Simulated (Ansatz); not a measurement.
Basis-set extrapolation for AlF$_{4}$−, SMILES `[F][Al-]([F])([F])[F]` (PBE0-D4/def2-TZVPD geometry, frozen core, the Gaussian-basis code of Ansatz). Multiplicity 1, RHF reference.

```json
{"": "HF", "def2-TZVPPD": "-640.264481", "def2-QZVPPD": "-640.290641"}
{"": "MP2 correlation", "def2-TZVPPD": "-1.107767", "def2-QZVPPD": "-1.208590"}
{"": "CCSD(T) correlation", "def2-TZVPPD": "-1.135718", "def2-QZVPPD": "not run"}
```

Energies in hartree. Use E(X) = E(∞) + A·exp(−7.88·√X) for Hartree–Fock and E(X) = E(∞) + B·X^(−2.97) for correlation, with X = 3 and 4, and add CCSD(T) minus MP2 of the smaller set to the MP2 limit.

**Question.** What is the CCSD(T) energy at the basis-set limit?

**Answer.** HF limit: -640.290641 + (-0.026160) × 0.13774 = -640.29424. MP2 limit: -1.208590 + (-0.100823) × 0.74074 = -1.28327. Higher-order term: -1.135718 − (-1.107767) = -0.02795. Total: -641.60546 hartree, 538.9 kJ/mol below CCSD(T)/def2-TZVPPD.
